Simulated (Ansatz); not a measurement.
# NF3 (nitrogen trifluoride): methods side by side

NF3 has 4 atoms, charge 0, and is taken as a singlet. SMILES: `FN(F)F`. The shape was relaxed beforehand at wB97X-V/def2-SVP.

Quantity: the adiabatic ionisation energy (to the doublet cation, shapes relaxed at wB97X-V/def2-SVP, no zero-point term), in eV. The values are calculated.

```json
{"level": "HF/def2-TZVPP", "kind": "Hartree–Fock", "program": "Ansatz", "value (eV)": "11.35", "CPU time (all runs)": "2.7 s"}
{"level": "SVWN5/def2-TZVPP", "kind": "LDA", "program": "Ansatz", "value (eV)": "12.13", "CPU time (all runs)": "2 s"}
{"level": "PBE/def2-TZVPP", "kind": "GGA", "program": "Ansatz", "value (eV)": "12.06", "CPU time (all runs)": "3.8 s"}
{"level": "PBE0-D4/def2-TZVPP", "kind": "global hybrid", "program": "Ansatz", "value (eV)": "12.14", "CPU time (all runs)": "4.8 s"}
{"level": "CAM-B3LYP/def2-TZVPP", "kind": "range-separated hybrid", "program": "Ansatz", "value (eV)": "12.42", "CPU time (all runs)": "6 s"}
{"level": "B2PLYP/def2-TZVPP", "kind": "double hybrid", "program": "Ansatz", "value (eV)": "12.34", "CPU time (all runs)": "9 s"}
{"level": "RPA@PBE/def2-TZVPP", "kind": "RPA", "program": "Ansatz", "value (eV)": "12.63", "CPU time (all runs)": "7.6 s"}
{"level": "MP2/def2-TZVPP", "kind": "perturbation theory", "program": "Ansatz", "value (eV)": "12.48", "CPU time (all runs)": "5.2 s"}
```

The values span 11.35 to 12.63 eV. In so small a basis fixed costs decide the times, and correlated methods can beat functionals. CPU times are rough (shared hosts, several kinds of processor and program).
